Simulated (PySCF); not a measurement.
**How the method moves the HOMO and LUMO of `C=COC(C)=O`**

Species: C4H6O2.
Cartesian coordinates in Å at the PBE0-D3(BJ)/def2-SVP level; atoms count from 1:
```
atom  x, y, z in Å
C1    -2.2681    0.1727    1.1207
C2    -1.3070   -0.4203    0.4199
O3    -0.1308    0.2297    0.1630
C4     0.8117   -0.4075   -0.5802
C5     2.0155    0.4649   -0.7527
O6     0.6681   -1.5117   -1.0226
H7    -2.1478    1.1878    1.5048
H8    -3.1969   -0.3621    1.3205
H9    -1.3631   -1.4305    0.0071
H10    2.3994    0.7724    0.2307
H11    2.7853   -0.0776   -1.3117
H12    1.7337    1.3822   -1.2906
```

Basis pcSseg-2 throughout (PySCF), one geometry. Geometry: PBE0-D3(BJ)/def2-SVP, one conformer, isolated molecule.

Question: How do the orbital energies, the gap and the dipole change with the method?

Answer: 
```tsv
method	kind	HOMO (eV)	LUMO (eV)	gap (eV)	μ (D)	SCF cycles
B97-D	GGA	-6.17	-1.46	4.71	1.82	17
KT2	GGA	-6.22	-1.49	4.73	1.84	17
KT3	GGA	-6.23	-1.48	4.74	1.80	18
B97-2	global hybrid	-7.11	-0.55	6.55	1.87	14
B3LYP	global hybrid	-7.16	-0.76	6.39	1.87	15
PBE0	global hybrid	-7.37	-0.50	6.87	1.88	14
mPW1PW91	global hybrid	-7.39	-0.51	6.88	1.88	14
BHandHLYP	global hybrid	-8.38	0.68	9.06	1.95	13
CAM-B3LYP	range-separated hybrid	-8.71	0.64	9.34	1.90	14
wB97X-D	range-separated hybrid	-9.21	1.33	10.53	1.89	14
LC-wPBE	range-separated hybrid	-10.07	1.83	11.89	1.88	14
```

The HOMO spans 3.90 eV, from B97-D down to LC-wPBE, and the gap runs from 4.71 eV (B97-D) to 11.89 eV (LC-wPBE). Over the methods B97-D (0 %), KT2 (0 %), KT3 (0 %), B97-2 (21 %), B3LYP (20 %), PBE0 (25 %), mPW1PW91 (25 %), BHandHLYP (50 %), a straight line through the gap against the share of exact exchange rises by 0.86 eV for each 10 % (correlation coefficient 1.000). The dipole ranges from 1.80 D (KT3) to 1.95 D (BHandHLYP). This basis has no diffuse functions.

The vertical ΔSCF ionisation energy at CAM-B3LYP/def2-SVPD is 9.69 eV; −ε(HOMO) comes closest to it with LC-wPBE (10.07 eV).
